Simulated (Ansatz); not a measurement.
Loss of Cl2: CCl2F → CF + Cl2

Species: CCl2F (dichlorofluoromethyl radical) `F[C](Cl)Cl`, doublet; CF, doublet; Cl2 (chlorine), singlet. 

Shapes, held fixed at every level: PBE0-D4/def2-TZVP. Programs: Ansatz 0.2.0. The zero-point and thermal change to 298 K, harmonic and unscaled (PBE0-D4/def2-TZVP), is -7.1 kJ/mol.

Question: Estimate ΔH(298 K) of this reaction.

Answer: The highest level, CCSD(T)/CBS estimate, gives ΔH(298 K) = +337.2 kJ/mol; the levels span +304.2 to +377.7. The column of differences is taken from that level and isn't an error. No measured value is set beside it here. Open shells run unrestricted unless RO is named. The CBS estimate extrapolates MP2 from def2-TZVPP and def2-QZVPP and adds CCSD(T) − MP2 in the triple-zeta set, cores frozen.

```
                level                    kind  ΔH(298 K) (kJ/mol)  less CCSD(T)/CBS estimate
          HF/def2-SVP            Hartree–Fock              +304.2                      -33.0
  BHLYP-D4/def2-TZVPP           global hybrid              +339.5                       +2.3
r2SCAN0-D4/def2-TZVPP           global hybrid              +375.8                      +38.6
   wB97X-V/def2-TZVPP  range-separated hybrid              +349.3                      +12.1
    B2PLYP/def2-TZVPP           double hybrid              +340.4                       +3.2
         MP2/def2-SVP     perturbation theory              +377.7                      +40.5
      CCSD/def2-TZVPP   coupled cluster or CI              +327.8                       -9.4
 CCSD(T)/CBS estimate   coupled cluster or CI              +337.2                        0.0
```
